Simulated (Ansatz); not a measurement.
**BN (triplet): wave-function methods side by side at distance B1–N2 = 1.577 Å, 6-31G**

How much of the correlation energy of BN (triplet) does each wave-function method recover here?

Method: 6-31G, core rule «outside noble gas», up to 2 orbitals frozen; program: Ansatz 0.2.0, Gaussian basis.

Plan: UHF; CCSD(T) on ROHF; CCSD(T) on UHF; BCCD(T) on ROHF; CISD; CCSDT(Q) on ROHF; CCSDT(Q) on UHF; CISDTQ; CCSDTQ on ROHF; CCSDTQ on UHF; CASSCF and MRCISD+Q, 4 electrons in 4 orbitals; CASSCF and NEVPT2, 4 electrons in 4 orbitals; CASSCF and MRCISD+Q, 8 electrons in 8 orbitals; CASSCF and MRCISD+Q(relaxed), 8 electrons in 8 orbitals; CASSCF and NEVPT2, 8 electrons in 8 orbitals; Full CI; Full CI in the symmetry of the determinant.

12 further runs of the same task are left out: 11 that didn't finish, 1 set aside as unsound or not needed.

### 1 What is computed

The geometry derives from a PBE0/def2-TZVP stationary point (not a proven minimum). One bond is set to the value named and the two fragments are kept rigid.

2 atoms, charge 0, spin multiplicity 3.

Atoms are counted from 1 here; the program's logs count them from 0.

Bond lengths: B1–N2 1.577 Å.

### 2 UHF

in.yaml

```yaml
crystal:
  periodic: [false, false, false]
  atoms:
    - {symbol: B, position_ang: [0.000000, 0.000000, 0.000000]}
    - {symbol: N, position_ang: [0.000000, 0.000000, 1.577000]}
basis:
  gaussian: {orbitals: 6-31G}
magnetization: {spin_polarized: true, initial_magnetization: 2}
hamiltonian: {xc: hf}
output: {orbitals: {seedname: orbitals}}
```

On the command line:

```sh
> ansatz run in.yaml --threads 1 --pin off --events-out ev --progress --plain --max-ram 2393MiB
```

After this run come: CCSD(T) on ROHF; CCSD(T) on UHF; BCCD(T) on ROHF; CISD; CCSDT(Q) on ROHF; CCSDT(Q) on UHF; CISDTQ; CCSDTQ on ROHF; CCSDTQ on UHF; CASSCF and MRCISD+Q, 4 electrons in 4 orbitals; CASSCF and NEVPT2, 4 electrons in 4 orbitals; CASSCF and MRCISD+Q, 8 electrons in 8 orbitals; CASSCF and MRCISD+Q(relaxed), 8 electrons in 8 orbitals; CASSCF and NEVPT2, 8 electrons in 8 orbitals; Full CI; Full CI in the symmetry of the determinant.

Q: Predict the results of all the runs planned. Wanted: FCI below the RHF energy; RMP2 from FCI; UMP2 from FCI; RCCSD from FCI; RCCSD(T) from FCI; UCCSD(T) from FCI; RCCSDT(Q) from FCI; UCCSDT(Q) from FCI; NEVPT2 pair from FCI.

The runs gave:

```
                         quantity                                                                                                        value
         FCI below the RHF energy                                                                                                   -4.1043 eV
                    RMP2 from FCI                                                                                                 +72.8 kJ/mol
                    UMP2 from FCI                                                                                                +168.9 kJ/mol
                   RCCSD from FCI                                                                                                 +35.0 kJ/mol
                RCCSD(T) from FCI                                                                                                  +6.7 kJ/mol
                UCCSD(T) from FCI                                                                                                 +11.2 kJ/mol
               RCCSDT(Q) from FCI                                                                                                  +0.8 kJ/mol
               UCCSDT(Q) from FCI                                                                                                  -3.7 kJ/mol
             NEVPT2 pair from FCI                                                                                                +122.6 kJ/mol
           MRCISD+Q pair from FCI                                                                                                 +46.8 kJ/mol
          NEVPT2 valence from FCI                                                                                                 +34.7 kJ/mol
levels within 1 kcal/mol (43 meV)  RCCSDT, UCCSDT, CISDTQ, RCCSDT(Q), UCCSDT(Q), RCCSDTQ, UCCSDTQ, MRCISD+Q valence, MRCISD+Q(relaxed) valence
                    T1 diagnostic                                                                                                        0.054
   effectively unpaired electrons                                                                                                         2.18
```

**Reading.** RCCSD(T) misses by +6.7 kJ/mol, 1.7 % of the correlation energy. CCSD(T) misses by +6.7 kJ/mol on the restricted determinant and by +11.2 kJ/mol on the unrestricted one; the two need not hold the same state or core. UCCSDT(Q) falls below full CI: unrestricted runs freeze a spin-polarised core, another one than full CI's, and coupled cluster isn't variational. The occupations are near whole numbers, but T1 = 0.054 shows that the orbitals relax strongly. Of the multireference levels listed MRCISD+Q(relaxed) valence comes nearest in total energy (-0.2 kJ/mol), which doesn't show that its space is the better one. Coupled cluster took another determinant than the lowest Hartree-Fock one. These misses are within one basis, not against nature; the frozen cores of restricted and unrestricted runs differ, which can shift their rows.
